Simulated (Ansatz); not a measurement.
Complex (SMILES): C (CH4) with F (HF), atoms 1 to 5 the first; geometry from A24 set, monomers rigid:
```xyz
7

C      0.0000     0.0000     1.7707
H      0.5159    -0.8936     1.4203
H      0.0000     0.0000     2.8581
H      0.5159     0.8936     1.4203
H     -1.0319     0.0000     1.4203
H      0.0000     0.0000    -0.5488
F      0.0000     0.0000    -1.4680
```

How fast the counterpoise-corrected interaction energy converges with the basis for several methods (Ansatz, a first-principles code): deviation from each method's own reference, in kcal/mol. References: HF -0.25 kcal/mol, the value in aug-pcseg-3; MP2 -1.62 kcal/mol, Hartree-Fock in aug-cc-pVQZ plus the correlation part extrapolated as X^-3 from aug-cc-pVTZ and aug-cc-pVQZ; PBE -1.65 kcal/mol, the value in aug-pcseg-3; wB97M-V -1.68 kcal/mol, the value in aug-pcseg-3. Cartesian d functions, on some or all atoms, in 6-31+G*; all else is spherical. In correlated methods cores are frozen. No added dispersion term, no relativity. Functionals ending in -V hold VV10 correlation. 

```csv
basis,functions,HF,MP2,PBE,wB97M-V
pcseg-0,28,0.50,1.82,0.53,…
6-31+G*,48,0.33,1.14,0.21,…
pcseg-1,53,0.55,1.45,0.61,…
def2-TZVPD,122,0.04,0.37,0.04,…
pcseg-2,130,0.06,0.43,0.12,…
aug-cc-pVTZ,207,0.00,0.12,0.00,…
aug-cc-pVQZ,390,0.00,0.05,0.00,…
aug-pcseg-3,415,0.00,0.09,0.00,…
```

### Question
Some entries are withheld; supply them.

### Answer

- pcseg-0, wB97M-V: 0.79
- 6-31+G*, wB97M-V: 0.39
- pcseg-1, wB97M-V: 0.62
- def2-TZVPD, wB97M-V: 0.06
- pcseg-2, wB97M-V: 0.13
- aug-cc-pVTZ, wB97M-V: -0.01
- aug-cc-pVQZ, wB97M-V: 0.00
- aug-pcseg-3, wB97M-V: 0.00

Mean absolute deviation over def2-TZVPD, pcseg-2, aug-cc-pVTZ: HF 0.04, PBE 0.06, wB97M-V 0.07, MP2 0.31 kcal/mol.
